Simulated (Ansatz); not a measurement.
# 1T (CdI2-type) SnSe₂

Method: rVV10 (Ansatz, a quantum-chemistry and plane-wave program, plane waves, PAW).

Settings: plane-wave cutoff 500 eV, 12×12×6 k mesh (along the axes of the cell as run), Fermi–Dirac smearing 0.05 eV, scalar-relativistic PAW data made under PBE.

Cell (relaxed at this level):

Space group P-3m1 (No. 164); a = 3.935 Å, b = 3.935 Å, c = 6.041 Å, α = 90.00°, β = 90.00°, γ = 120.00°

```json
[
 {"atom": "Sn", "site": "1a", "symmetry": "-3m.", "x": "0.0000", "y": "0.0000", "z": "0.0000"},
 {"atom": "Se", "site": "2d", "symmetry": "3m.", "x": "0.3333", "y": "0.6667", "z": "0.2666"}
]
```

For 1T (CdI2-type) SnSe₂, the volume per atom comes out as 27.01 Å³/atom and the lattice constant a is 3.935 Å. The lattice parameter c is 6.041 Å.

Measured, for comparison: lattice parameter c 6.14 Å (temperature not stated, not corrected to a static lattice; as tabulated in Gonzalez and Oleynik (2016), arXiv:1609.04381). Computed (rounded) less measured: lattice parameter c -1.6 %. A static lattice is as a rule a little smaller and stiffer than an uncorrected measurement, which narrows the difference in the lattice parameter c and would widen misses of the other sign.

Spin–orbit coupling is not included.

The computed numbers hold no vibrational or temperature effects.

Computing time: about 4 core-minutes (a rough figure).
